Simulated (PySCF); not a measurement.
HPO + NH₃ → H₂PN + H₂O

Level: PBE0 in the def2-TZVP basis family, all electrons, no relativity, computed in PySCF with density fitting; open shells unrestricted.

| species | state and structure | ZPE (kJ/mol) | H(298 K) − H(0) (kJ/mol) | S° (J/(mol K)) |
| --- | --- | --- | --- | --- |
| HPO | singlet, Cs, P–H 1.468 Å, P–O 1.478 Å; H–P–O 104.3° | 26.2 | 10.0 | 235.6 |
| NH₃ | singlet, C3v, N–H 1.013 Å (×3); H–N–H 107.1° (×3) | 90.6 | 10.0 | 192.4 |
| H₂PN | singlet, C2v, P–H 1.419 Å (×2), P–N 1.504 Å; H–P–H 104.8°, H–P–N 127.6° (×2) | 50.6 | 10.8 | 234.8 |
| H₂O | singlet, C2v, O–H 0.960 Å (×2); H–O–H 105.1° | 56.5 | 9.9 | 188.7 |

Q: Is the gas-phase reaction uphill or downhill in electronic energy at this level, and by how much?

A: At PBE0/def2-TZVP, ΔE = 209.7 kJ/mol, uphill. 

Q: Add zero-point, thermal and entropy terms for 298.15 K and 1 bar.

A: ΔZPE = -9.7 and Δ[H(298) − H(0)] = 0.7 kJ/mol give ΔH° = 200.7 kJ/mol. ΔS° = -4.5 J/(mol K), so ΔG° = 200.7 − 298.15 × (-0.0045) = 202 kJ/mol.

Each species is the lowest minimum found with this bonding; other isomers or fragments can lie lower.
